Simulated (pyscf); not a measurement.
Substitution at O: HO–Si(OH)(OH)–F + H atom (H•) → water (H₂O) + HO–Si•(OH)–F

Gas phase, doublet surface, charge 0. Bonds broken: O1–Si2. Bonds formed: O1–H9. Optimised with ωB97X-D3(BJ)/def2-SVP in PySCF.

Transition state (Å):

```xyz
9

O      0.1212     1.4845    -0.2454
Si    -1.0889     0.0892    -0.1312
O     -0.2129    -1.0669    -0.9303
O     -2.5172     0.1688    -0.9539
F     -1.2419    -0.4484     1.4024
H     -0.2251     2.3055     0.1729
H      0.5055    -1.4908    -0.4501
H     -2.6404    -0.5516    -1.5887
H      1.1757     1.6895    -0.6232
```

One imaginary mode, 1564i cm⁻¹; descent along it reached the two sides named, in the forms told below.

```tsv
bond	change	reactant side (Å)	saddle	product side
O1–Si2	breaks	1.646	1.850	3.7
O1–H9	forms	3.2	1.139	0.966
```

Electronic energies relative to the separated reactants (kcal/mol):

```json
[
 {"level": "ωB97X-D3(BJ)/def2-TZVP", "barrier": "38.6", "reaction energy": "+19.2", "reverse barrier": "19.5"},
 {"level": "PBE/def2-TZVP", "barrier": "22.9", "reaction energy": "+12.3", "reverse barrier": "10.6"},
 {"level": "r²SCAN/def2-TZVP", "barrier": "28.1", "reaction energy": "+15.7", "reverse barrier": "12.4"},
 {"level": "B3LYP-D3(BJ)/def2-TZVP", "barrier": "28.4", "reaction energy": "+14.6", "reverse barrier": "13.8"},
 {"level": "PBE0-D3(BJ)/def2-TZVP", "barrier": "30.6", "reaction energy": "+16.3", "reverse barrier": "14.3"},
 {"level": "M06-2X/def2-TZVP", "barrier": "35.4", "reaction energy": "+19.6", "reverse barrier": "15.7"},
 {"level": "ωB97M-D3(BJ)/def2-TZVP", "barrier": "35.1", "reaction energy": "+19.3", "reverse barrier": "15.8"},
 {"level": "HF/def2-TZVP", "barrier": "60.7", "reaction energy": "+24.4", "reverse barrier": "36.3"}
]
```

With ωB97M-D3(BJ)/def2-TZVP energies and thermal terms (ideal gas, 1 atm, RRHO with modes under 100 cm⁻¹ raised to 100, one conformer, R ln 2 for chiral ones without a mode under 150 cm⁻¹), in kcal/mol:

```csv
T (K),ΔH‡,ΔG‡,ΔH,ΔG
298,34.5,40.8,+23.2,+19.3
600,34.0,47.5,+21.9,+15.8
900,33.6,54.3,+20.5,+13.0
1200,33.3,61.3,+19.0,+10.8
```

On the product side the descent ends in a bound adduct (not fully relaxed), 8.0 kcal/mol under the separated species and 27.5 kcal/mol under the saddle at ωB97X-D3(BJ)/def2-TZVP. One saddle was located; it need not be the lowest between these sides. The angle at the attacked O is 140°.
